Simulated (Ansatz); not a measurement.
Saddle point of SiPH₇, closed shell (SiH₄ + PH₃ → SiPH₅ ([SiH3][PH2]) + H₂; bonds formed: Si1–P7, H2–H6; bonds broken: Si1–H2, H6–P7), PBE0-D4/def2-TZVP structure:

```xyz
9
angstrom
Si -0.8633 0.6161 -0.3183
H -0.5344 -1.1513 -0.5354
H -1.2697 0.6807 -1.7548
H -1.9912 0.3132 0.5992
H -0.4655 2.0390 -0.0565
H 0.1826 -1.6147 0.3055
P 1.0236 -0.3863 0.7296
H 2.1816 0.0255 1.5108
H 1.7362 -0.5224 -0.4802
```

Energies are electronic, without zero-point energy. Barriers and step energies count from the start structure reached by relaxing down the imaginary mode; all methods use the PBE0-D4 structures, on which another method's saddle can fall below an end. Computed with Ansatz 0.2.0 (basis: def2-TZVPP, with def2-QZVPP for the basis limit); correlated methods freeze the cores. B3LYP uses VWN-RPA correlation. Extrapolation: Hartree–Fock as exp(−7.88 √X), correlation as X^−2.97.

| method | barrier (kcal/mol) | step energy (kcal/mol) |
| --- | --- | --- |
| SPW92 | 42.87 | 0.12 |
| PBE-D4 | ? | -1.14 |
| BLYP-D4 | 56.81 | 0.89 |
| r2SCAN-D4 | ? | -0.27 |
| B97M-V | 56.30 | 0.87 |
| PBE0-D4 | 55.51 | -0.17 |
| B3LYP-D4 | 61.06 | 1.69 |
| r2SCAN0-D4 | 58.89 | 0.42 |
| BHLYP-D4 | 68.23 | 3.02 |
| CAM-B3LYP-D4 | 65.06 | 3.06 |
| wB97X-V | 64.76 | 1.68 |
| wB97M-V | 63.70 | 1.77 |
| B2PLYP | ? | 2.11 |
| PBE-QIDH | 61.29 | 0.65 |
| RPA on PBE | 65.71 | 2.94 |
| HF | 85.55 | 6.40 |
| MP2 | 63.78 | 0.66 |
| CCSD | 68.57 | 2.96 |
| CCSD(T) | 64.95 | 1.94 |

**Question.** Fill in the withheld barriers. (An estimate is asked for; the value comes from the calculation.)

**Answer.** Computed: r2SCAN-D4 54.87; B2PLYP 64.09; PBE-D4 49.70 kcal/mol. Each is the energy of the saddle less that of the start structure, by the same method.

For comparison, the barrier by CCSD(T) at an estimated basis limit (MP2 extrapolated from triple and quadruple zeta, plus CCSD(T) − MP2 in triple zeta) is 63.11 kcal/mol.

T1 diagnostic: at most 0.015.

Labels in which every atom is bracketed show which atoms are joined, not bond orders.

For scale, one of the runs: CCSD(T)/def2-TZVPP, 182 basis functions, launched by `ansatz run in.yaml --threads 2 --pin off --events-out ev --progress --plain --max-ram 4352MiB`. Hardware: 2 CPU threads of an Intel Xeon, shared host. Wall time 18 s; peak host memory 1.7 GiB.
